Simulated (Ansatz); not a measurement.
# BH2NaS (SMILES B[S][Na]): single points off equilibrium

The task here is to estimate one member of a computed series from the others.

Method: single points in def2-TZVPP; program: Ansatz 0.2.0, Gaussian basis.

Correlated methods freeze the cores. The outer core shell of Li, Na, Mg and K is correlated.

1 further run of the same task is left out (it didn't finish).

### The starting structure

SMILES `B[S][Na]`, 5 atoms, charge 0, spin multiplicity 1.

Atoms are counted from 1 here; the program's logs count them from 0.

Bond lengths: B1–S2 1.773 Å, B1–H4 1.176 Å, B1–H5 1.187 Å, S2–Na3 2.396 Å. Angles: S2–B1–H4 113.7°, S2–B1–H5 125.6°, H4–B1–H5 120.2°, B1–S2–Na3 120.1°.

As a file:

```xyz
5

B     0.2307    0.4359   -0.6846
S     0.5271   -0.8735    0.4741
Na   -0.9962   -1.2421    2.2865
H     0.8520    0.3386   -1.6785
H    -0.5992    1.2777   -0.5795
```

Set-up of the first run:

Contents of run/in.yaml:

```yaml
crystal:
  periodic: [false, false, false]
  atoms:
    - {symbol: B, position_ang: [0.230658, 0.435887, -0.684572]}
    - {symbol: S, position_ang: [0.527095, -0.873541, 0.474118]}
    - {symbol: Na, position_ang: [-0.996230, -1.242078, 2.286473]}
    - {symbol: H, position_ang: [0.852048, 0.338564, -1.678479]}
    - {symbol: H, position_ang: [-0.599241, 1.277680, -0.579522]}
basis:
  gaussian: {orbitals: def2-TZVPP}
hamiltonian: {xc: pbe, dispersion: d4}
output: {forces: true}
```

Started as:

```sh
$ ansatz run in.yaml --threads 2 --pin off --events-out ev --progress --plain --max-ram 3481MiB
```

Among the steps run: PBE-D4/def2-TZVPP; r2SCAN-D4/def2-TZVPP; PBE0-D4/def2-TZVPP; wB97M-V/def2-TZVPP; CCSD(T)/def2-TZVPP.

One table of the session follows, with a row left open; its other results are not shown here.

```
   method  RMS force component (eV/Å)  angle to CCSD(T) forces (°)  dipole (D)
   PBE-D4                       0.406                         11.0        8.50
r2SCAN-D4                       0.381                          6.8        9.10
  PBE0-D4                           ?                            ?           ?
  wB97M-V                       0.356                         11.4        9.02
  CCSD(T)                       0.354                    reference        9.33
```

Estimate the missing values for PBE0-D4.

**Answer.** RMS force component (eV/Å): 0.394; angle to CCSD(T) forces (°): 11.4; dipole (D): 8.93. In the column «RMS force component (eV/Å)» it lies between r2SCAN-D4 (0.381) and PBE-D4 (0.406).
